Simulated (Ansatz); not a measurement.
Results of HSE06 in Ansatz (plane waves, PAW) for rutile MnO₂.

Settings: plane-wave cutoff 500 eV, 6×6×10 k mesh (along the axes of the cell as run), Fermi–Dirac smearing 0.05 eV, spin-polarised with opposed moments, scalar-relativistic PAW data made under PBE.

Cell (relaxed with r²SCAN):

```cif
data_Mn2O4
_chemical_formula_sum 'Mn2 O4'
_space_group_name_H-M_alt 'P42/mnm'
_space_group_IT_number 136
_space_group_name_Hall '-P 4n 2n'
_cell_length_a 4.38314
_cell_length_b 4.38314
_cell_length_c 2.86105
_cell_angle_alpha 90.000
_cell_angle_beta 90.000
_cell_angle_gamma 90.000
loop_
_atom_site_label
_atom_site_type_symbol
_atom_site_symmetry_multiplicity
_atom_site_Wyckoff_symbol
_atom_site_fract_x
_atom_site_fract_y
_atom_site_fract_z
_atom_site_occupancy
Mn1 Mn 2 a 0.00000 0.00000 0.00000 1
O1 O 4 f 0.30478 0.30478 0.00000 1
```

**Question.** What does this level give for the magnetic moment (largest site, within a sphere) and band gap?

**Answer.** 
- magnetic moment (largest site, within a sphere) = 2.54 μB
- band gap = 1.77 eV (on the SCF k mesh)

Note: exact exchange on metals is sensitive to the k mesh and can open a false gap; the collinear magnetic order is the start's and need not be the measured one; cell and atoms aren't relaxed at this level (largest force component 0.11 eV/Å, pressure -2.4 GPa).

Moments are spin moments.

It cost roughly 10 core-minutes of CPU time.

Ansatz is a program for electronic structure.
